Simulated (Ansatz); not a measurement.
in.yaml

```yaml
crystal:
  periodic: [false, false, false]
  atoms:
    - {symbol: C, position_ang: [0.000000, 0.000000, 1.155397]}
    - {symbol: Mg, position_ang: [0.000000, 0.000000, -0.851568]}
    - {symbol: H, position_ang: [0.000000, 0.000000, 2.244181]}
    - {symbol: H, position_ang: [0.000000, 0.000000, -2.548010]}
basis:
  gaussian: {orbitals: 6-31G}
magnetization: {spin_polarized: false}
hamiltonian: {xc: {name: r2SCAN}}
correlation: {method: ccsd, electrons: valence}
output: {forces: true}
```

```sh
$ ansatz run in.yaml --threads 1 --pin off --events-out ev --progress --plain --max-ram 2393MiB
```

Output:

```
323 factors; integrals over basis functions are off by at most 2.6e-4 eV
mean field evaluation 1: about -6503.3038 eV, gradient 2.7e1 eV
mean field evaluation 2: about -6503.3015 eV, gradient 2.7e1 eV
mean field evaluation 4: about -6505.7118 eV, gradient 5.0e0 eV
mean field evaluation 8: about -6505.8906 eV, gradient 6.7e-1 eV
mean field evaluation 16: about -6505.8890 eV, gradient 7.5e-1 eV
mean field evaluation 32: about -6505.8949 eV, gradient 2.4e-5 eV
mean field -6505.89494778 eV, -239.0872294771 hartree, gradient 2.5e-6 eV, S^2 0.000000; 3 other end points of the search recorded, 0 dependent functions left out; unrestricted orbitals would lower it
unrestricted determinant -6489.19568715 eV, -238.4735429680 hartree, S^2 1.0000
2 core orbitals not correlated: weight in the atoms' cores, before any rotation towards them, 1.000 or more for the frozen orbitals, at most 0.000 for the correlated occupied ones
reference -6487.70605640 eV, -238.4188000474 hartree; 8, 8 occupied and 16, 16 virtual orbitals, 323 factors
second order -2.42842923 eV of doubles, -0.11687668 eV of singles
cycle   1  -2.86271425 eV  change   -3.2e-1 eV  update   6.3e-2
cycle   2  -3.02647726 eV  change   -1.6e-1 eV  update   2.7e-2
cycle   3  -3.08380198 eV  change   -5.7e-2 eV  update   1.6e-2
cycle   4  -3.08956902 eV  change   -5.8e-3 eV  update   1.1e-2
cycle   5  -3.09761696 eV  change   -8.0e-3 eV  update   1.0e-2
cycle   6  -3.11860543 eV  change   -2.1e-2 eV  update   8.6e-3
cycle   7  -3.13562802 eV  change   -1.7e-2 eV  update   5.3e-3
cycle   8  -3.14070731 eV  change   -5.1e-3 eV  update   2.1e-3
cycle   9  -3.14175713 eV  change   -1.0e-3 eV  update   7.7e-4
cycle  10  -3.14172872 eV  change    2.8e-5 eV  update   2.6e-4
cycle  11  -3.14181351 eV  change   -8.5e-5 eV  update   1.4e-4
cycle  12  -3.14176683 eV  change    4.7e-5 eV  update   6.7e-5
cycle  13  -3.14176105 eV  change    5.8e-6 eV  update   2.5e-5
cycle  14  -3.14174524 eV  change    1.6e-5 eV  update   8.7e-6
cycle  15  -3.14174115 eV  change    4.1e-6 eV  update   3.2e-6
cycle  16  -3.14173985 eV  change    1.3e-6 eV  update   1.2e-6
the calculation of the forces begins
Total energy: -6490.84779624 eV, -238.5342568572 hartree
Atom 0 at     0.000000     0.000000     1.155397 Å, force     0.000000     0.000000    -0.035485 eV/Å
Atom 1 at     0.000000     0.000000    -0.851568 Å, force    -0.000000     0.000000     0.100812 eV/Å
Atom 2 at     0.000000     0.000000     2.244181 Å, force    -0.000000    -0.000000     0.336174 eV/Å
Atom 3 at     0.000000     0.000000    -2.548010 Å, force    -0.000000     0.000000    -0.401501 eV/Å
Dipole moment:     0.000000    -0.000000     0.212358 e Å
```

Forces (eV/Å):
```
C    0.000  0.000 -0.035
Mg   0.000  0.000  0.101
H    0.000  0.000  0.336
H    0.000  0.000 -0.402
```

Ran on 1 thread of Intel Xeon, shared host: 8 s wall, 0.1 GiB peak host memory.
